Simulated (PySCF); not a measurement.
A structure optimised at B3LYP-D3(BJ)/def2-TZVP, used in a PySCF frequency run:

```xyz
6

C     -0.0202     0.6654     0.0000
O      0.1222    -0.7482     0.0000
H     -0.5443     1.0284     0.8912
H      0.9857     1.0830     0.0000
H     -0.5443     1.0284    -0.8912
H     -0.7535    -1.1467     0.0000
```

Task: Write its SMILES, formula and point group.

Result: CO, CH4O, Cs

Task: What are its rotational constants (standard atomic weights)?

Result: 128.38, 24.740, 23.881 GHz
